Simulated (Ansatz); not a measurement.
# C4H8O2: the cost of one run

Computed with Ansatz 0.2.0 (the levels named in each step, unless a step's input says otherwise).

**1. Starting point**

Bond lengths: C1–C2 1.496 Å, C2–O3 1.433 Å, O3–C4 1.306 Å, C4–C5 1.501 Å, C4–O6 1.216 Å, C1–H7 1.088 Å, C1–H8 1.091 Å, C1–H9 1.137 Å, C2–H10 1.102 Å, C2–H11 1.098 Å, C5–H12 1.087 Å, C5–H13 1.093 Å, C5–H14 1.089 Å. Angles (14 of 22 angles, heavy atoms first): C1–C2–O3 113.9°, C2–O3–C4 118.8°, O3–C4–C5 113.6°, O3–C4–O6 125.2°, C5–C4–O6 121.2°, C1–C2–H10 111.0°, C1–C2–H11 112.3°, O3–C2–H10 103.6°, O3–C2–H11 108.1°, C2–C1–H7 112.8°, C2–C1–H8 113.9°, C2–C1–H9 105.5°, C4–C5–H12 109.9°, C4–C5–H13 107.5°.

Structure file:

```xyz
14

C    -2.0396    0.2954    0.1366
C    -1.2910   -0.8269   -0.5092
O     0.0782   -0.9245   -0.0977
C     0.7618    0.1747    0.0761
C     2.2249   -0.0583    0.3150
O     0.2955    1.2977    0.0692
H    -2.9891    0.5048   -0.3515
H    -2.1484    0.1906    1.2173
H    -1.3789    1.2127    0.0108
H    -1.7183   -1.8022   -0.2242
H    -1.3145   -0.7668   -1.6058
H     2.5119   -1.0348   -0.0680
H     2.3913   -0.0198    1.3944
H     2.8109    0.7387   -0.1400
```

**2. A rough first relaxation, PBE-D4/def2-SVP**

This run stands in another session on the same molecule. It ended at:

```xyz
14

C    -2.0479    0.3203    0.1205
C    -1.3373   -0.8735   -0.4365
O     0.0569   -0.9524   -0.0002
C     0.7865    0.1347    0.0389
C     2.2461   -0.0322    0.3272
O     0.3327    1.2909   -0.1443
H    -3.0158    0.5307   -0.3779
H    -2.1266    0.3509    1.2260
H    -1.3679    1.2321   -0.1389
H    -1.7783   -1.8294   -0.0714
H    -1.3273   -0.9046   -1.5458
H     2.6672   -0.7428   -0.4145
H     2.3276   -0.4787    1.3435
H     2.7787    0.9353    0.2961
```

**3. Relaxation, HF/STO-3G**

Contents of input.yaml:

```yaml
crystal:
  periodic: [false, false, false]
  atoms:
    - { symbol: C, position_ang: [-2.04791377, 0.32028654, 0.12048877] }
    - { symbol: C, position_ang: [-1.33727571, -0.87347853, -0.43648961] }
    - { symbol: O, position_ang: [0.05694498, -0.95237099, -0.00015357] }
    - { symbol: C, position_ang: [0.78648462, 0.13465795, 0.03890828] }
    - { symbol: C, position_ang: [2.24614437, -0.03221606, 0.32724828] }
    - { symbol: O, position_ang: [0.33272119, 1.29088967, -0.14434643] }
    - { symbol: H, position_ang: [-3.01576862, 0.53066947, -0.37789649] }
    - { symbol: H, position_ang: [-2.12664419, 0.35089097, 1.22603177] }
    - { symbol: H, position_ang: [-1.36787098, 1.23211154, -0.13885207] }
    - { symbol: H, position_ang: [-1.77828841, -1.82938452, -0.07137229] }
    - { symbol: H, position_ang: [-1.32725607, -0.90462695, -1.54583633] }
    - { symbol: H, position_ang: [2.66719918, -0.74281578, -0.41449345] }
    - { symbol: H, position_ang: [2.32757378, -0.47867892, 1.34354448] }
    - { symbol: H, position_ang: [2.77874964, 0.93527562, 0.29613865] }
magnetization:
  spin_polarized: true
  initial_magnetization: 1
total_charge: 1
basis:
  gaussian: { orbitals: STO-3G }
hamiltonian:
  xc: hf
relax:
  f_tol: 0.004
  max_steps: 150
```

Launch:

```sh
> ansatz run input.yaml --threads 4 --pin off --max-ram 10240MiB --backend cpu --events-out ev --progress --plain --runs-dir out
```

**Question.** How long does this run take on 4 threads of Intel Xeon at 2.50GHz (Skylake/Cascade Lake), shared host, and how much memory does it need?

About 87 s, with a peak of 0.12 GiB.
